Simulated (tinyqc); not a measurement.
Worked calculation: coupled-perturbed Hartree-Fock on RHF in the sto-3g basis, for H3O+, spin multiplicity 1. One step of it, computed by the program tinyqc.

Task: Coupled step 1. U_ai = -(mu_ai + sum_bj [4 (ai|bj) - (ab|ij) - (aj|bi)] U_bj) / (e_a - e_i); alpha = -4 sum U_ai mu_ai.

uncoupled U:
```
          i1         i2         i3         i4         i5
a6  0.000493  -0.013212   0.000000  -0.000057  -0.068161
a7  0.000000  -0.000016   0.000000   0.093940  -0.000024
a8  0.000000   0.000000  -0.093935   0.000000   0.000000
```

dipole integrals <a|z|i> (bohr):
```
           i1        i2        i3         i4        i5
a6  -0.010341  0.025563  0.000000   0.000072  0.071610
a7  -0.000007  0.000034  0.000000  -0.139554  0.000030
a8   0.000000  0.000000  0.139557   0.000000  0.000000
```

orbital energies (hartree): MO1 -20.859040, MO2 -1.805214, MO3 -1.144685, MO4 -1.144672, MO5 -0.920927, MO6 0.129672, MO7 0.340893, MO8 0.340991

Two-electron integrals over orbitals (pq|rs), unique and non-zero (hartree):
```
(11|11) 4.742479    (21|11) -0.429900   (21|21) 0.061621    (22|11) 1.026417
(22|21) -0.015625   (22|22) 0.724393    (31|31) 0.014478    (32|31) 0.022129
(32|32) 0.143920    (33|11) 0.884480    (33|21) -0.006737   (33|22) 0.670830
(33|33) 0.686420    (41|11) -0.000053   (41|21) 0.000006    (41|22) -0.000008
(41|33) -0.002550   (41|41) 0.014477    (42|11) 0.000012    (42|21) -3.96e-06
(42|22) -0.000034   (42|33) -0.034422   (42|41) 0.022128    (42|42) 0.143904
(43|31) -0.002546   (43|32) -0.034412   (43|43) 0.042931    (44|11) 0.884456
(44|21) -0.006737   (44|22) 0.670800    (44|33) 0.600527    (44|41) 0.002552
(44|42) 0.034445    (44|44) 0.686408    (51|11) -0.051716   (51|21) 0.005772
(51|22) -0.006653   (51|33) -0.001770   (51|41) 9.70e-07    (51|42) -2.81e-07
(51|44) -0.001770   (51|51) 0.026469    (52|11) 0.021213    (52|21) -0.003422
(52|22) -0.014379   (52|33) 0.000800    (52|41) -3.56e-07   (52|42) -1.62e-06
(52|44) 0.000798    (52|51) 0.032666    (52|52) 0.149100    (53|31) 0.001798
(53|32) 0.002971    (53|43) 0.001591    (53|53) 0.034928    (54|11) 0.000010
(54|21) -7.88e-07   (54|22) 8.91e-07    (54|33) 0.001594    (54|41) 0.001798
(54|42) 0.002969    (54|44) -0.001588   (54|51) 4.06e-06    (54|52) 0.000014
(54|54) 0.034927    (55|11) 1.111413    (55|21) -0.012366   (55|22) 0.753667
(55|33) 0.671866    (55|41) -1.46e-06   (55|42) 0.000006    (55|44) 0.671851
(55|51) 0.006236    (55|52) 0.037843    (55|54) 0.000010    (55|55) 0.881165
(61|11) -0.308163   (61|21) 0.044779    (61|22) -0.010765   (61|33) -0.004846
(61|41) 0.000013    (61|42) 0.000010    (61|44) -0.004844   (61|51) 0.001195
(61|52) -0.006042   (61|54) 1.35e-07    (61|55) -0.009127   (61|61) 0.032910
(62|11) 0.337546    (62|21) -0.011286   (62|22) 0.137047    (62|33) 0.100924
(62|41) 0.000005    (62|42) 0.000032    (62|44) 0.100908    (62|51) -0.006327
(62|52) -0.012502   (62|54) 4.22e-06    (62|55) 0.167045    (62|61) -0.007281
(62|62) 0.076858    (63|31) 0.007116    (63|32) -0.010955   (63|43) 0.024272
(63|53) 0.002898    (63|63) 0.052083    (64|11) 0.000233    (64|21) -0.000006
(64|22) 0.000108    (64|33) 0.024362    (64|41) 0.007112    (64|42) -0.011004
(64|44) -0.024197   (64|51) -3.99e-07   (64|52) 0.000008    (64|54) 0.002902
(64|55) 0.000123    (64|61) 2.03e-07    (64|62) 0.000069    (64|64) 0.052145
(65|11) -0.047647   (65|21) -0.000890   (65|22) -0.031947   (65|33) -0.016741
(65|41) 1.53e-06    (65|42) 0.000009    (65|44) -0.016733   (65|51) 0.019579
(65|52) 0.069144    (65|54) 0.000020    (65|55) -0.017647   (65|61) -0.002885
(65|62) -0.022256   (65|64) -0.000012   (65|65) 0.042142    (66|11) 0.672134
(66|21) -0.008352   (66|22) 0.525295    (66|33) 0.512462    (66|41) 0.000013
(66|42) 0.000107    (66|44) 0.512554    (66|51) -0.007852   (66|52) -0.026845
(66|54) -0.000007   (66|55) 0.521805    (66|61) -0.005104   (66|62) 0.047989
(66|64) -0.000024   (66|65) -0.019909   (66|66) 0.466394    (71|11) -0.000189
(71|21) 0.000030    (71|22) -4.83e-07   (71|33) 0.002364    (71|41) -0.016804
(71|42) -0.023992   (71|44) -0.002374   (71|51) 1.27e-06    (71|52) -2.71e-06
(71|54) -0.002106   (71|55) -0.000005   (71|61) 0.000011    (71|62) -0.000012
(71|64) -0.007908   (71|65) -3.01e-06   (71|66) -0.000018   (71|71) 0.019555
(72|11) 0.000241    (72|21) -0.000006   (72|22) 0.000107    (72|33) -0.013307
(72|41) -0.014906   (72|42) -0.047216   (72|44) 0.013440    (72|51) -3.12e-06
(72|52) -2.36e-06   (72|54) -0.008123   (72|55) 0.000117    (72|61) -0.000013
(72|62) 0.000029    (72|64) -0.037837   (72|65) -0.000015   (72|66) 0.000034
(72|71) 0.016471    (72|72) 0.052263    (73|31) -0.003349   (73|32) -0.042507
(73|43) 0.004860    (73|53) 0.001881    (73|63) 0.024174    (73|73) 0.034542
(74|11) -0.368550   (74|21) 0.007577    (74|22) -0.159431   (74|33) -0.131742
(74|41) 0.003356    (74|42) 0.042482    (74|44) -0.122047   (74|51) -0.000398
(74|52) -0.015716   (74|54) -0.001883   (74|55) -0.186855   (74|61) 0.005343
(74|62) -0.085098   (74|64) -0.024232   (74|65) 0.010099    (74|66) -0.046001
(74|71) -0.003905   (74|72) -0.000338   (74|74) 0.142740    (75|11) -0.000015
(75|21) -4.05e-07   (75|22) -0.000008   (75|33) 0.004899    (75|41) -0.002907
(75|42) -0.017143   (75|44) -0.004913   (75|51) 0.000012    (75|52) 0.000044
(75|54) -0.023067   (75|55) -1.11e-06   (75|61) -3.46e-06   (75|62) -0.000013
(75|64) 0.005117    (75|65) 0.000013    (75|66) -0.000025   (75|71) 0.003294
(75|72) 0.005275    (75|74) -0.006236   (75|75) 0.022042    (76|11) -0.000031
(76|21) 6.89e-07    (76|22) 0.000008    (76|33) 0.042447    (76|41) -0.014040
(76|42) -0.104995   (76|44) -0.042505   (76|51) -3.57e-06   (76|52) -0.000012
(76|54) 0.003851    (76|55) -0.000016   (76|61) -0.000008   (76|62) -0.000012
(76|64) 0.046687    (76|65) -0.000016   (76|66) -0.000144   (76|71) 0.015578
(76|72) 0.004150    (76|74) -0.051503   (76|75) 0.013999    (76|76) 0.123406
(77|11) 0.809020    (77|21) -0.008651   (77|22) 0.589093    (77|33) 0.537823
(77|41) 0.000391    (77|42) 0.031186    (77|44) 0.610709    (77|51) -0.001186
(77|52) 0.000477    (77|54) -0.004219   (77|55) 0.590227    (77|61) -0.005941
(77|62) 0.072522    (77|64) -0.040676   (77|65) -0.009819   (77|66) 0.491605
(77|71) -0.000243   (77|72) 0.022902    (77|74) -0.069765   (77|75) -0.005404
(77|76) -0.058729   (77|77) 0.588763    (81|31) 0.016805    (81|32) 0.023992
(81|43) -0.002363   (81|53) 0.002107    (81|63) 0.007913    (81|73) -0.003901
(81|81) 0.019556    (82|31) 0.014905    (82|32) 0.047199    (82|43) 0.013392
(82|53) 0.008124    (82|63) 0.037843    (82|73) -0.000237   (82|81) 0.016470
(82|82) 0.052263    (83|11) 0.368532    (83|21) -0.007578   (83|22) 0.159394
(83|33) 0.122032    (83|41) 0.003354    (83|42) 0.042518    (83|44) 0.131741
(83|51) 0.000398    (83|52) 0.015715    (83|54) -0.001876   (83|55) 0.186839
(83|61) -0.005340   (83|62) 0.085101    (83|64) -0.024119   (83|65) -0.010090
(83|66) 0.046106    (83|71) -0.003911   (83|72) -0.000208   (83|74) -0.076509
(83|75) -0.006245   (83|76) -0.051560   (83|77) 0.103863    (83|83) 0.142767
(84|31) 0.003356    (84|32) 0.042518    (84|43) -0.004851   (84|53) -0.001877
(84|63) -0.024146   (84|73) -0.031763   (84|81) 0.003909    (84|82) 0.000265
(84|84) 0.034524    (85|31) 0.002907    (85|32) 0.017142    (85|43) -0.004901
(85|53) 0.023067    (85|63) -0.005108   (85|73) -0.006243   (85|81) 0.003294
(85|82) 0.005273    (85|84) 0.006242    (85|85) 0.022041    (86|31) 0.014039
(86|32) 0.104965    (86|43) -0.042414   (86|53) -0.003843   (86|63) -0.046574
(86|73) -0.051542   (86|81) 0.015577    (86|82) 0.004160    (86|84) 0.051527
(86|85) 0.013989    (86|86) 0.123262    (87|31) 0.000417    (87|32) 0.031368
(87|43) -0.036509   (87|53) -0.004224   (87|63) -0.040780   (87|73) -0.017167
(87|81) 0.000267    (87|82) -0.022846   (87|84) 0.017147    (87|85) 0.005423
(87|86) 0.058853    (87|87) 0.048053    (88|11) 0.809040    (88|21) -0.008651
(88|22) 0.589124    (88|33) 0.610772    (88|41) -0.000410   (88|42) -0.031310
(88|44) 0.537780    (88|51) -0.001186   (88|52) 0.000477    (88|54) 0.004226
(88|55) 0.590242    (88|61) -0.005941   (88|62) 0.072542    (88|64) 0.040839
(88|65) -0.009828   (88|66) 0.491478    (88|71) 0.000255    (88|72) -0.022790
(88|74) -0.103914   (88|75) 0.005415    (88|76) 0.058829    (88|77) 0.492974
(88|83) 0.069680    (88|88) 0.588910
```

Give: U after step 1; polarisability.

Result:

U after step 1:
```
        i1      i2       i3       i4       i5
a6  0.0001  0.0026   0.0000  -0.0001  -0.0999
a7  0.0000  0.0000   0.0000   0.0901   0.0000
a8  0.0000  0.0000  -0.0901   0.0000   0.0000
```

polarisability = 0.1290 bohr^3
